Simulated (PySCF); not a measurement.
# Working out the electron affinity of B

B⁻ [He] 2s2 2p2 (3P) → B [He] 2s2 2p1 (2P). Computed with PySCF 2.14 in def2-QZVPPD (8s4p4d2f1g, 63 functions), with the non-relativistic Hamiltonian (point nucleus). Frozen: nothing. Energies in hartree (1 hartree = 27.21139 eV):

| part | B⁻ (lower) | B (upper) |
| --- | --- | --- |
| UHF | -24.519399 | -24.533099 |
| CCSD correlation | -0.101986 | -0.085605 |
| (T) | -0.003716 | -0.001728 |

Task: What does Hartree-Fock give?

Result: (-24.533099) − (-24.519399) = -0.013700 hartree = -0.373 eV.

Task: What do CCSD and CCSD(T) give?

Result: The CCSD correlation energies differ by 0.016381 hartree = 0.446 eV and the triples by 0.001988 hartree = 0.054 eV, so CCSD gives 0.073 eV and CCSD(T) 0.127 eV.

A first-order spin-orbit estimate adds 0.000 eV to CCSD(T) (valence and next inner shell), giving 0.127 eV against 0.280 eV (measured; photodetachment measurements, as compiled on the Wikipedia data page of electron affinities).

What remains against the reference includes basis incompleteness and higher excitations.
